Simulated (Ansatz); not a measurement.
Scan of [Br···H···H], doublet

Starting geometry:

```xyz
3

Br    0.0000    0.0000   -1.4079
H     0.0000    0.0000    0.0127
H     0.0000    0.0000    1.3951
```

From there H2 is moved from one fragment to the other while all else, the fragments' distance too, stays fixed; atoms are numbered as listed. Energies are in kcal/mol, counted from the starting geometry at the same level.

Basis 6-31G (Cartesian d functions); Ansatz 0.2.0. Only valence electrons are correlated (noble-gas cores and the filled d shells of p-block atoms frozen). Prefix R: restricted or restricted open-shell reference; prefix U: unrestricted. Active spaces: valence = (9e, 6o) chosen from the atoms' valence shells. No spin–orbit coupling is included, and no scalar relativity.

For open shells CISD and CISDTQ are restricted-active-space CI with the open shells as a complete middle space. Runs in a small pair space aren't shown, since their orbitals change along the scan.

Full CI is exact within this basis and frozen core; it isn't the basis-set limit. The frozen core follows each run's orbitals, which can shift R against U totals by a few meV for light atoms and by up to 0.1 eV past Ca.

```
distance Br1-H2 (Å)  full CI  unpaired electrons (full CI)  error RHF  error RMP2  error UCCSD  error RCCSD(T)  error CISDTQ  error MRCISD+Q (valence space)
              1.321      5.9                          1.01       -2.3        -0.8          0.0             0.0           0.0                             0.0
              1.421      0.0                          1.01        0.0         0.0          0.0             0.0           0.0                             0.0
              1.512     -1.3                          1.02        2.9         1.2          0.1             0.0           0.0                             0.0
              1.603     -1.7                          1.02        6.8         2.7          0.1             0.1           0.0                             0.0
              1.694     -3.7                          1.03       11.1         3.4          0.1             0.1           0.0                             0.0
              1.785     -8.2                          1.02        9.6         4.4          0.1             0.0           0.0                             0.0
              1.876    -14.7                          1.02        5.6         3.3          0.0             0.0           0.0                             0.1
              1.967    -21.2                          1.01        2.5         2.0         -0.1             0.0           0.0                             0.1
              2.058    -24.9                          1.01        0.3         1.1         -0.1             0.0           0.0                             0.0
```

Unpaired electrons are Σ n²(2−n)² over natural occupations. Errors are those of relative energies. In total energy the starting point itself misses full CI by: RHF 37.0, RMP2 7.4, UCCSD 0.4, RCCSD(T) 0.1, CISDTQ 0.0, MRCISD+Q (valence space) 0.3 kcal/mol.

Spread of the error over the points with a reference, to 2.058 Å (largest less smallest): CISDTQ 0.0, MRCISD+Q (valence space) 0.1, RCCSD(T) 0.1, UCCSD 0.3, RMP2 5.2, RHF 13.4 kcal/mol.
